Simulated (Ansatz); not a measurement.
Relaxation of C3H5Cl (9 atoms, charge 0, multiplicity 1), to a largest force component of 0.02 eV/Å in at most 40 steps.

Theory: UKS PBE/STO-3G (Ansatz 0.2.0).

```xyz
9
Properties=species:S:1:pos:R:3:forces:R:3
C -0.253 1.280 -0.434 -3.56 5.76 -0.43
C 0.348 0.153 -0.385 2.79 -2.98 -0.62
C 0.035 -0.924 0.594 4.19 0.89 1.60
Cl -0.340 -2.395 -0.249 -1.06 -3.08 -1.47
H -0.040 2.059 -1.212 0.15 -0.53 0.54
H -1.111 1.582 0.236 0.74 -0.49 -0.39
H 1.181 -0.032 -1.091 -0.08 -0.32 0.09
H -0.701 -0.639 1.290 -2.28 0.61 1.41
H 0.969 -1.130 1.235 -0.88 0.15 -0.72
```

Question: Where does it end, and by what steps?

Answer: It converged. Limits of this set-up: minimal basis. After 7 steps the energy has fallen by 0.602 eV; Cl4 moved furthest, 0.15 Å.

| step | energy less start (eV) | largest force component (eV/Å) | accepted |
| --- | --- | --- | --- |
| 0 | 0.0000 | 5.762 | yes |
| 1 | -0.5042 | 1.248 | yes |
| 2 | -0.5213 | 1.401 | yes |
| 3 | -0.5564 | 1.000 | yes |
| 4 | -0.5947 | 0.250 | yes |
| 5 | -0.6000 | 0.185 | yes |
| 6 | -0.6009 | 0.139 | yes |
| 7 | -0.6015 | 0.013 | yes |

```xyz
9
Properties=species:S:1:pos:R:3
C -0.307 1.325 -0.475
C 0.411 0.189 -0.382
C 0.108 -0.908 0.628
Cl -0.478 -2.458 -0.235
H -0.058 2.107 -1.212
H -1.168 1.524 0.185
H 1.267 0.001 -1.055
H -0.701 -0.613 1.330
H 1.014 -1.213 1.199
```

Run time: 15 s on 1 thread of Arm Neoverse V2, with other jobs on the host, peak memory 0.12 GiB.
